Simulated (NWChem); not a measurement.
# Ionisation of B

```xyz
1

B      0.0000     0.0000     0.0000
```
Charge 0, spin multiplicity 2.

All runs are NWChem calculations.

Basis set: def2-TZVPD. −ε marks an orbital energy of the parent.

B3LYP has NWChem's definition, with VWN1-RPA local correlation. The stability of the SCF solutions was not checked.

Problem. Order these methods by the first vertical ionisation energy they give, lowest first: −ε(alpha HOMO) of BLYP, −ε(alpha HOMO) of PBE, −ε(alpha HOMO) of B3LYP, G0W0@PBE.

Solution. −ε(alpha HOMO) of BLYP (4.04 eV), −ε(alpha HOMO) of PBE (4.15 eV), −ε(alpha HOMO) of B3LYP (5.16 eV), G0W0@PBE (7.58 eV)
